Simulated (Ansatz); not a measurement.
A run of Ansatz (development build ahead of 0.2.0) on singlet CH(+) at this shape:

```yaml
atoms:
  - { symbol: C, position_ang: [0.0083, 0.0026, -0.1589] }
  - { symbol: H, position_ang: [0.0000, 0.0079, 0.9772] }
```

Its results:

| Item | Value |
| --- | --- |
| Converged | yes |
| Total energy | -37.90774 hartree |
| Spin squared of the determinant | 0.000 |

(1) Which input gives this output? Name the method, the orbitals and the basis set, and write the input.

## Answers

(1) RHF in def2-TZVP. An unrestricted run that stays on the closed shell gives the same numbers.

```yaml
crystal:
  periodic: [false, false, false]
  atoms:
    - { symbol: C, position_ang: [0.00828, 0.00256, -0.1589] }
    - { symbol: H, position_ang: [-1.0e-05, 0.0079, 0.97716] }
basis:
  gaussian: { orbitals: def2-TZVP }
total_charge: 1
hamiltonian:
  xc: hf
```

Caution: in another basis set an unrestricted determinant lies well below.
